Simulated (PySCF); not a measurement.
Pyrrole, C4H5N, SMILES c1cc[nH]c1, point group C2v.

Force field and properties: B3LYP/pcSseg-1 (PySCF, grid level 2). Vibrational terms come from second-order perturbation theory with semi-diagonal cubic constants, by steps of ±0.6 along the normal coordinates of each isotopologue. The parent has the commonest isotopes.

Equilibrium geometry (Å):

```csv
atom,x,y,z
C1,-0.0183,1.1971,-0.0259
C2,-1.1462,0.3291,0.0089
C3,-0.6718,-0.9631,0.0183
N4,0.7000,-0.9032,-0.0096
C5,1.1093,0.4075,-0.0367
H6,-0.0323,2.2790,-0.0413
H7,-2.1884,0.6198,0.0252
H8,-1.1904,-1.9111,0.0423
H9,1.3150,-1.7024,-0.0102
H10,2.1586,0.6659,-0.0611
```

Species: parent. Output of the displacement run:

```
mode    cm-1    km/mol   phi_rrr   E(+)/cm-1  E(-)/cm-1
  1    500.25    81.37       0.1     107.41     107.41
  2    631.33     0.00      -0.1     113.66     113.67
  3    642.68     0.02      -0.1     115.95     115.96
  4    694.01     0.01      -0.6     128.03     128.09
  5    729.07   155.31       0.4     132.98     132.95
  6    842.64     2.72       0.5     152.88     152.85
  7    878.62     1.34      -0.1     158.18     158.19
  8    890.50     0.00      -0.1     161.72     161.73
  9    899.62     0.27       5.6     162.19     161.79
 10   1030.19    31.05     -45.1     184.14     187.38
 11   1062.77    28.96      -0.0     191.52     191.53
 12   1089.06     9.92     -60.8     194.00     198.38
 13   1156.80     2.39       0.7     208.73     208.67
 14   1172.11     2.81    -131.1     206.35     215.78
 15   1306.95     1.27      -0.3     235.64     235.45
 16   1419.17     4.08     -53.2     253.75     257.58
 17   1454.97     5.94      -0.1     262.32     262.38
 18   1499.21     7.40     -20.7     269.22     270.71
 19   1574.03     4.23       0.1     283.62     283.64
 20   3224.88     2.47      12.5     583.01     582.11
 21   3235.75     1.65    -601.3     562.38     605.60
 22   3251.13     1.31     -12.0     586.97     587.83
 23   3256.73     0.03    1031.4     624.85     550.67
 24   3647.34    75.13    2343.9     747.80     579.68
```

For the shielding of C5 (σe = 58.56 ppm):

| mode | ω (cm⁻¹) | Σr φrrs (cm⁻¹) | ∂σ/∂q | ∂²σ/∂q² |
| --- | --- | --- | --- | --- |
| 1 | 500 | 1 | 0.000 | -3.712 |
| 2 | 631 | -1 | -0.001 | -0.366 |
| 3 | 643 | -1 | -0.001 | -1.374 |
| 4 | 694 | -2 | 0.000 | -0.685 |
| 5 | 729 | 1 | 0.000 | -1.343 |
| 6 | 843 | 2 | 0.000 | -0.836 |
| 7 | 879 | -1 | 1.746 | -0.222 |
| 8 | 890 | -1 | -0.004 | -1.194 |
| 9 | 900 | 97 | 1.567 | -0.384 |
| 10 | 1030 | 98 | 0.489 | -0.171 |
| 11 | 1063 | 1 | 0.427 | -0.246 |
| 12 | 1089 | -438 | -3.215 | -0.002 |
| 13 | 1157 | 2 | -0.037 | -0.635 |
| 14 | 1172 | -1106 | -5.266 | -0.291 |
| 15 | 1307 | 0 | 1.435 | -0.169 |
| 16 | 1419 | 216 | 3.656 | 0.212 |
| 17 | 1455 | -1 | 1.222 | -0.375 |
| 18 | 1499 | -141 | 1.857 | -0.232 |
| 19 | 1574 | 0 | 8.066 | -0.835 |
| 20 | 3225 | -1 | 1.424 | -0.020 |
| 21 | 3236 | -167 | 1.532 | -0.162 |
| 22 | 3251 | 0 | 1.292 | -0.671 |
| 23 | 3257 | 420 | 0.401 | -0.553 |
| 24 | 3647 | -532 | -0.276 | -0.022 |

Question: Work out the zero-point average of this shielding.

Answer: With ⟨qs⟩ = −Σr φrrs/(4ωs) and ⟨qs²⟩ = 1/2: the mean displacements are 0.000, 0.000, 0.000, 0.001, -0.001, -0.001, 0.000, 0.000, -0.027, -0.024, 0.000, 0.101, 0.000, 0.236, 0.000, -0.038, 0.000, 0.024, 0.000, 0.000, 0.013, 0.000, -0.032, 0.036. The anharmonic term Σ (∂σ/∂q)⟨q⟩ is -1.72 ppm, the harmonic term ¼ Σ ∂²σ/∂q² is -3.57 ppm, so ⟨σ⟩ = 53.27 ppm.
